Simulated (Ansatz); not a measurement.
Cu₂ZnSiSe₄ (Pmn2₁, No. 31; cell taken from a computed entry)

Computed with LDA in Ansatz (PAW).

Settings: plane-wave cutoff 520 eV, 6×6×6 k mesh, Fermi–Dirac smearing 0.01 eV, no spin polarisation, scalar-relativistic PAW data made under PBE.

Cell (relaxed with PBEsol):

```
CELL_PARAMETERS angstrom
      7.70529     0.00000     0.00000
      0.00000     6.71367     0.00000
      0.00000     0.00000     6.40791
ATOMIC_POSITIONS crystal
  Zn 0.50000 0.34786 0.65482
  Zn 0.00000 0.65214 0.15482
  Si 0.50000 0.66878 0.15484
  Si 0.00000 0.33122 0.65484
  Cu 0.25227 0.17373 0.16487
  Cu 0.24773 0.82627 0.66487
  Cu 0.74773 0.17373 0.16487
  Cu 0.75227 0.82627 0.66487
  Se 0.50000 0.34537 0.03791
  Se 0.00000 0.65463 0.53791
  Se 0.50000 0.68314 0.51555
  Se 0.00000 0.31686 0.01555
  Se 0.24126 0.16083 0.53411
  Se 0.25874 0.83917 0.03411
  Se 0.75874 0.16083 0.53411
  Se 0.74126 0.83917 0.03411
```

| Item | Result |
|---|---|
| band gap | 0.40 eV (direct) |

Note: cell and atoms aren't relaxed at this level (pressure -2.4 GPa).

Spin–orbit coupling is not included.

Static lattice: no zero-point or thermal effects.

Ansatz is a quantum-chemistry and plane-wave program.
